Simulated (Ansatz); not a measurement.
Input file:

```yaml
crystal:
  periodic: [false, false, false]
  atoms:
    - {symbol: Al, position_ang: [0.000000, -0.483815, 0.000000]}
    - {symbol: F, position_ang: [0.000000, 0.343557, -1.423547]}
    - {symbol: F, position_ang: [0.000000, 0.343557, 1.423547]}
basis:
  gaussian: {orbitals: cc-pVDZ}
total_charge: 1
magnetization: {spin_polarized: false}
correlation: {method: mp2, electrons: valence}
```

```sh
$ ansatz run in.yaml --threads 1 --pin off --events-out ev --progress --plain --max-ram 2393MiB
```

**Question.** Roughly how long does this take on 1 thread of Arm Neoverse V1, shared host, and how much host memory?

**Answer.** 0.27 s wall and 0.16 GiB.

```
436 factors; integrals over basis functions are off by at most 4.6e-4 eV
mean field evaluation 1: about -11979.5350 eV, gradient 7.2e1 eV
mean field evaluation 2: about -11979.5387 eV, gradient 7.2e1 eV
mean field evaluation 4: about -11988.1870 eV, gradient 1.6e0 eV
mean field evaluation 8: about -11988.1968 eV, gradient 1.1e-1 eV
mean field -11988.19692651 eV, -440.5581111573 hartree, gradient 1.5e-6 eV, S^2 0.000000; 0 other end points of the search recorded, 0 dependent functions left out
7 core orbitals not correlated: weight in the atoms' cores, before any rotation towards them, 1.000 or more for the frozen orbitals, at most 0.000 for the correlated occupied ones
reference -11988.19692651 eV, -440.5581111573 hartree; 8, 8 occupied and 31, 31 virtual orbitals, 436 factors
second order -11.72314569 eV of doubles, -0.00000000 eV of singles
Total energy: -11999.92007219 eV, -440.9889288150 hartree
```
